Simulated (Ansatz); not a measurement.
**Down a group: bond dissociation energies of HOC, HOSi, HOGe**

Ansatz 0.2.0, basis cc-pVDZ; geometries are PBE0/def2-TZVP minima. Wave-function levels freeze the cores with the filled d shells of p-block atoms; HF, MP2 and coupled cluster are restricted for singlets and unrestricted otherwise, atoms included (their steps beyond CCSDT(Q) come from restricted open-shell runs), restricted open-shell where a d shell is frozen. The reference is CCSDTQ (coupled cluster only where its series has nearly closed). An error is the level's value less the reference. None of these values is a measured one. Energies are electronic, without zero-point terms. No spin–orbit coupling and no scalar relativity. The set is small: it underbinds, by tens of kJ/mol for each bond, so near ties and functionals' places can change in larger sets. The species are chosen: bound, without strong static correlation by their natural occupations or amplitudes, in their lowest spin state as far as vertical gaps and like structures tell, and with a ladder that closes on the reference, so errors are smaller than for species at large; levels whose determinant breaks symmetry or spin markedly are left out.

| species | bonds (Å) | quantity | symmetry of the states | reference | value (kcal/mol) | error CCSD | error CCSD(T) | error CCSDT | error CCSDT(Q) |
| --- | --- | --- | --- | --- | --- | --- | --- | --- | --- |
| HOC, doublet | C–O 1.265, O–H 0.984, angle at O 114° | O–C bond energy, to OH (doublet) + C | A' / Π | CCSDTQ | 119.8 | -3.9 | -0.4 | -0.3 | 0.1 |
| HOGe, doublet | O–Ge 1.786, O–H 0.962, angle at O 115° | O–Ge bond energy, to OH (doublet) + Ge | A' / Π | CCSDTQ | 88.2 | -3.3 | -0.4 | -0.3 | 0.0 |

Task: One member is withheld: HOSi, doublet (O–Si 1.650, O–H 0.962, angle at O 119°), where CCSD gives 97.3 kcal/mol for the O–Si bond energy, to OH (doublet) + Si. Estimate from the other members what CCSDTQ gives.

Result: The errors of CCSD for the others average -3.6 kcal/mol; taking that off gives 100.9, which misses by 0.8, against 2.8 without the correction. The computed value at CCSDTQ is 100.1 kcal/mol. Errors against it: CCSD -2.8, CCSD(T) -0.3, CCSDT -0.3, CCSDT(Q) 0.1.

The reference falls from C to Ge, by 31.6 kcal/mol in all.
